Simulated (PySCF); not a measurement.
Gas-phase reaction: 6 C3H4 (allene) + C2H6 → 5 C4H6 (butadiene)

Energies from PySCF (xtb for GFN2), thermal terms from the rigid-rotor harmonic-oscillator model, ideal gas at 1 bar. The comparison is the NASA 1993 polynomial table, which mixes measured and estimated data. † marks an energy on the PBE0/def2-TZVP geometry and frequencies; other levels use their own. MP2 and CCSD(T) freeze the core. 6-31G* has spherical d functions here. All species are closed-shell singlets. B3LYP is the form with VWN-RPA correlation. MP2 isn't extrapolated to the basis-set limit; its ΔH°(298 K) is -543.0 kJ in def2-SVP and -519.0 kJ in def2-TZVPP. CCSD(T) isn't extrapolated to the basis-set limit; its ΔH°(298 K) is -518.5 kJ in def2-SVP and -493.1 kJ in def2-TZVPP. The harmonic model lacks anharmonicity and excited electronic states, which grow with temperature; levels with a mode under 35 cm⁻¹ are left out. Internal rotation in C2H6, C4H6 (butadiene) is treated as a harmonic vibration of one conformer, which makes the entropy rough.

| level | ΔH°(298 K), kJ | minus table | ΔG°(1800 K), kJ |
|---|---|---|---|
| table | -511.7 | - | -28.3 |
| B3LYP/6-31G* | -447.0 | 64.7 | 81.6 |
| CCSD(T)/def2-SVP† | -518.5 | -6.8 | 17.3 |
| GFN2-xTB | -429.2 | 82.5 | 104.5 |
| HF/6-31G* | -488.5 | 23.2 | 42.8 |
| M06-2X/def2-TZVP† | -447.2 | 64.5 | 88.5 |
| MP2/def2-TZVPP† | -519.0 | -7.3 | 16.7 |
| PBE/def2-SVP | -468.3 | 43.4 | 77.0 |
| LDA/def2-TZVP† | -501.2 | 10.5 | 34.5 |
| ωB97M-V/def2-TZVP† | -451.3 | 60.4 | 84.4 |
| ωB97X-V/def2-TZVP† | -472.7 | 39.0 | 63.1 |
